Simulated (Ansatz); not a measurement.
Compare A (`C#C/C=C/C`) with its isomer B (`C1=C[C@H]2C[C@@H]12`).

Gas-phase electronic energies from Ansatz, PBE0-D4/def2-TZVP geometries. CBS: MP2 limit from def2 TZ/QZ plus the TZ coupled-cluster correction, frozen cores. Functionals use def2-TZVPP. B3LYP here is the variant with VWN-RPA as its local correlation; programs differ in this.

A:

```xyz
11

C     2.6757    0.4909   -1.3543
C     1.6299    0.0963   -0.9081
C     0.4048   -0.4021   -0.4003
C    -0.4265    0.3014    0.3719
C    -1.7121   -0.2135    0.9078
H     3.5989    0.8476   -1.7448
H     0.1495   -1.4244   -0.6716
H    -0.1525    1.3210    0.6312
H    -1.8969   -1.2420    0.5928
H    -2.5507    0.4058    0.5732
H    -1.7201   -0.1809    2.0022
```

B:

Z-matrix (Å, degrees):
```
C
C 1 1.511
C 1 1.512 2 86.7
C 1 1.507 2 109.1 3 56.5
H 1 1.081 2 127.7 3 -134.5
C 2 1.337 1 93.3 3 -0.0
H 2 1.083 1 132.0 3 -170.4
H 3 1.081 1 126.1 2 -135.7
H 4 1.087 1 116.0 2 179.4
H 4 1.085 1 119.2 2 34.7
H 6 1.084 2 133.9 1 -170.1
```

(1) Which is lower in electronic energy at CCSD(T)/CBS, and by how much? (An estimate is asked.)

(2) Give E(B) − E(A) in kcal/mol with LDA (SPW92), B3LYP, PBE0-D4, CCSD(T)/def2-SVP, B3LYP-D4, ωB97M-V, B2PLYP. (Estimate.)

(3) Does the order hold for the free energy at 298.15 K (harmonic terms from PBE0-D4)? (Best estimate.)

Largest T1 diagnostic: 0.012.

## Answers

(1) Computed: A, by 16.8 kcal/mol.

(2) Ansatz gave: LDA (SPW92) 5.7, B3LYP 23.3, PBE0-D4 10.7, CCSD(T)/def2-SVP 15.7, B3LYP-D4 22.2, ωB97M-V 14.5, B2PLYP 21.3. None reverses the order clearly.

(3) Ansatz gave: Yes: G(B) − G(A) = +19.8 kcal/mol.

From r2SCAN to r2SCAN0 (25 % exact exchange), in def2-TZVPP and without D4, E(B) − E(A) moves by −2.9 kcal/mol. The D4 term adds −1.1 kcal/mol with B3LYP and −0.5 kcal/mol with PBE0; it sums over pairs of atoms, weighted by their polarisabilities, and B3LYP, whose exchange is more repulsive, gets the larger term.
